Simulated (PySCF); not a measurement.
**BSiH4 (SMILES B[SiH2]) at 6 levels**

We compute a comparison of 6 runs (U-wB97X-V/STO-3G, UB2PLYP/STO-3G, UM06-2X/STO-3G, UCCSDT/STO-3G, ROCCSD(T)/STO-3G, FCI/STO-3G) of BSiH4. Input form: a Python script.

The results are computed with PySCF 2.14.0.

3 further runs of the same task are left out: 1 that didn't finish, 2 set aside as unsound or not needed.

**1. The structure to begin with**

BSiH4 has 6 atoms, charge 0, and is taken as a doublet. As SMILES, `B[SiH2]`. The B1–H4 distance was set to 1.766 Å, away from the relaxed value. At this shape a bond of the SMILES string is far longer than usual.

Bond lengths: B1–Si2 1.878 Å, B1–H3 1.178 Å, Si2–H5 1.473 Å, Si2–H6 1.473 Å. Angles: B1–Si2–H5 129.0°, B1–Si2–H6 128.8°, Si2–B1–H3 121.2°, H5–Si2–H6 102.3°. A long bond or contact: B1–H4 1.766 Å.

**2. A single-point energy at U-wB97X-V/STO-3G (run 1)**

The input, input.py:

```python
from pyscf import gto, dft

system = gto.Mole()
system.atom = '''
B     -0.688297    -1.310038     0.809256
Si    -0.672952     2.217647     0.418782
H     -2.062657    -2.306074     2.248528
H      1.355784    -3.259985    -0.968522
H      0.883596     3.784929    -1.274601
H     -2.222074     4.123265     1.729345
'''
system.charge = 0
system.spin = 1
system.unit = 'bohr'
system.verbose = 3
system.basis = 'sto-3g'
system.max_memory = 1860
system.build()

calc0 = dft.UKS(system, xc='wb97x-v')
calc0.conv_tol = 1e-10
calc0.nlcgrids.level = 1
calc0.grids.level = 5
calc0.kernel()
if not calc0.converged:
    calc0 = calc0.newton().run(calc0.mo_coeff, calc0.mo_occ)

e_tot = calc0.e_tot
print('E = %.10f Eh' % e_tot)
```

Launch:

```
$ OMP_NUM_THREADS=1 python input.py
```

The log of the run:

```text
WARN: HOMO -0.0881473583314519 >= LUMO -0.0881473583314518

converged SCF energy = -312.826089736498  <S^2> = 0.75277996  2S+1 = 2.002778
E = -312.8260897365 Eh
```

Wall time 22 s (1 thread of Arm Neoverse V2, shared host); peak memory 0.2 GiB.

**3. A single-point energy at UB2PLYP/STO-3G (run 2)**

The input, mol.xyz:

```xyz
6

B     -0.364231    -0.693242     0.428240
Si    -0.356111     1.173528     0.221610
H     -1.091511    -1.220322     1.189870
H      0.717450    -1.725110    -0.512520
H      0.467579     2.002898    -0.674490
H     -1.175871     2.181938     0.915130
```

The input, calc.py:

```python
from pyscf import gto, dft, mp

molecule = gto.M(
    atom='mol.xyz',
    basis='sto-3g',
    verbose=3,
    spin=1,
    max_memory=1860,
)

mf = dft.UKS(molecule)
mf.xc = '0.53*HF + 0.47*B88, 0.73*LYP'
mf.conv_tol = 1e-10
mf.grids.level = 5
mf.kernel()
if not mf.converged:
    mf = mf.newton().run(mf.mo_coeff, mf.mo_occ)

pt = mp.MP2(mf, frozen=6).run()
energy = mf.e_tot + 0.27 * pt.e_corr
print('PT2 part  %.8f' % (0.27 * pt.e_corr))
print(f'total energy: {energy:.8f} hartree')
```

Launch:

```
$ OMP_NUM_THREADS=1 python calc.py
```

The log of the run:

```text
WARN: HOMO -0.0899347659122933 >= LUMO -0.0899347659122938

converged SCF energy = -312.6466785501  <S^2> = 0.75988136  2S+1 = 2.0098571
E(UMP2) = -312.763291943587  E_corr = -0.116613393487603
E(SCS-UMP2) = -312.776845608979  E_corr = -0.130167058879132
PT2 part  -0.03148562
total energy: -312.67816417 hartree
```

It took 4.2 s on 1 thread of Arm Neoverse V2, shared host; peak memory 0.2 GiB.

Runs 3 to 5 aren't shown in full; the table further down has their settings and results.

**4. A single-point energy at FCI/STO-3G (run 6)**

The input, input.py:

```python
from pyscf import gto, mcscf

molecule = gto.M(
    atom='''
B     -0.364231    -0.693242     0.428240
Si    -0.356111     1.173528     0.221610
H     -1.091511    -1.220322     1.189870
H      0.717450    -1.725110    -0.512520
H      0.467579     2.002898    -0.674490
H     -1.175871     2.181938     0.915130
''',
    verbose=3,
    basis='sto-3g',
    spin=1,
    max_memory=1860,
)

mf = molecule.ROHF()
mf.conv_tol = 1e-10
mf.kernel()
if not mf.converged:
    mf = mf.newton().run(mf.mo_coeff, mf.mo_occ)

cas = mcscf.CASCI(mf, mf.mo_coeff.shape[-1] - 6, (molecule.nelec[0] - 6, molecule.nelec[1] - 6))  # full CI above the frozen core
cas.fix_spin_(ss=0.75)
cas.kernel()
energy = cas.e_tot
print('E = %.10f Eh' % energy)
```

Launch:

```
$ OMP_NUM_THREADS=1 python input.py
```

The log of the run:

```text
converged SCF energy = -312.092451427972
CASCI E = -312.227448758274  E(CI) = -20.4960447189396  S^2 = 0.7500000
E = -312.2274487583 Eh
```

Wall time 16 s (1 thread of Arm Neoverse V2, shared host); peak memory 0.28 GiB.

**5. All runs side by side**

```csv
run,level,nlc grid,frozen core orbitals,energy (Eh),dipole moment (D) of the reference,HOMO energy (eV),LUMO energy (eV),wall time
1,U-wB97X-V/STO-3G,1,–,-312.826090,1.71,-5.90,2.24,22 s
2,UB2PLYP/STO-3G,–,6,-312.678164,1.63,-4.52,1.73,4.2 s
3,UM06-2X/STO-3G,–,–,-312.882152,1.76,-4.67,1.26,6.3 s
4,UCCSDT/STO-3G,–,6,-312.227409,1.12,-5.93,5.15,1.7 s
5,ROCCSD(T)/STO-3G,–,6,-312.226606,1.21,–,–,0.7 s
6,FCI/STO-3G,–,6,-312.227449,1.21,–,–,16 s
```

**6. What came out**

| quantity | value |
| --- | --- |
| run 6: total energy | -312.22745 Eh |
| run 6: dipole moment (Hartree–Fock density) | 1.21 D |
| run 6: correlation energy (6 core orbitals frozen) | -135.0 mEh |

In words: Against full CI in this basis: UCCSDT +0.0 mEh; ROCCSD(T) +0.8 mEh. Over runs 1, 2, 3 the dipole moment (its size) runs from 1.63 D (UB2PLYP/STO-3G) to 1.76 D (UM06-2X/STO-3G). A double hybrid's value is that of its SCF part. Totals of different functionals can't be ranked against each other. In runs 1, 2, 3, 4, 5, 6 the basis is minimal, so the values are rough. Spin contamination of the reference: run 4 ⟨S²⟩ = 0.91. All runs together took 50 s, the longest 22 s.
